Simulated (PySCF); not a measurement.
Planning a geometry optimisation on `ClCl` (Cl2).

Method: BHandHLYP/def2-TZVP geometry optimisation, gas phase (PySCF 2.14.0). Work: geometry optimisation from a GFN2-xTB start, density fitting. A driver script takes a list of jobs; this job's settings line and coordinates (Å) are shown.

Input:
```
{"job": {"xc": "BHandHLYP", "basis": "def2-TZVP", "grid": 1, "kind": "geom"}, "charge": 0, "multiplicity": 1}
Cl     1.009659    -0.003028    -0.002678
Cl    -1.006902     0.004296    -0.011471
```

Hardware: an Arm Neoverse V1 with one thread, on a shared host. PySCF's memory limit was set to 1200 MB.

Question: How large is the basis?

Answer: 74 functions.

Question: Estimate the wall time.

Answer: About 2.3 s. The run took 4 energy-and-gradient evaluations and 22 SCF cycles, 0.57 s an evaluation on average.

Question: How much memory does it need at the peak?

Answer: About 0.30 GiB. Peak memory is the resident size of the whole Python process, interpreter and libraries included.

The output:
```
step   0  E = -920.38746728  max force = 0.011676
step   1  E = -920.38779592  max force = 0.001372
step   2  E = -920.38780013  max force = 0.000423
step   3  E = -920.38780065  max force = 0.000071
optimisation converged
```

Energies in Eh; «max force» is the largest Cartesian gradient component in Eh/bohr.

Other jobs ran on the host; a repeat could differ by tens of per cent or more.

The run converged: final energy -920.38780 Eh after 3 steps; dipole 0.00 D.
